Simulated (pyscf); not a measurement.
A first-order saddle from PySCF, ωB97X-D3(BJ)/def2-SVP:

```
C
H 1 1.0979
H 1 1.0993 2 111.54
H 1 1.1084 2 108.21 3 -114.09
H 1 1.3386 2 114.46 4 -82.10
Cl 5 1.6300 1 166.86 2 -68.58
Si 5 1.8682 1 78.36 2 -93.80
Cl 7 2.0647 5 99.65 1 -96.61
Cl 7 2.1099 5 131.73 1 23.56
```
Charge 0, spin multiplicity 2.

Surface: doublet, charge 0. Lowest wavenumbers (cm⁻¹): 1121i, 92, 156, 173, 216.

Name the species on either side of this saddle.

H₃C–Si•(Cl)–Cl + hydrogen chloride (HCl) ⇌ methane (CH₄) + Cl–Si•(Cl)–Cl, a four-centre exchange read from left to right: C–Si, Cl–H broken and C–H, Cl–Si formed. At ωB97M-D3(BJ)/def2-TZVP it lies +32.9 kcal/mol from the left side and +54.8 kcal/mol from the right (each side as separated species at their lowest minima found). This is the saddle that the search found; another between the same sides may lie lower.
